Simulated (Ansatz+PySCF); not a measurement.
A calculation with PySCF 2.14.0.

```python
from pyscf import gto, scf, cc

mol = gto.M(atom="""
C 1.793940 0.000000 1.256130
C 0.000000 0.000000 0.000000
B -1.929100 0.000000 1.350770
""", basis='sto-3g', charge=0, spin=3)
mf = scf.UHF(mol)
mf.kernel()
mycc = cc.CCSD(mf, frozen=3).run()
et = mycc.ccsd_t()
print(mf.e_tot, mycc.e_corr, et, mycc.e_tot + et)
```

The script is written out from the run's settings.

Results

```json
{
  "Converged": "yes",
  "Reference energy": "-98.51688 hartree",
  "CCSD correlation energy": "-0.17325 hartree",
  "Triples correction": "-0.00539 hartree",
  "Total energy": "-98.69552 hartree",
  "Spin squared of the determinant": "3.998"
}
```

This is not the lowest solution: another run reaches a determinant 0.63 eV lower. Caution: bonds are stretched, where a single reference can fail; the unrestricted determinant is spin contaminated.
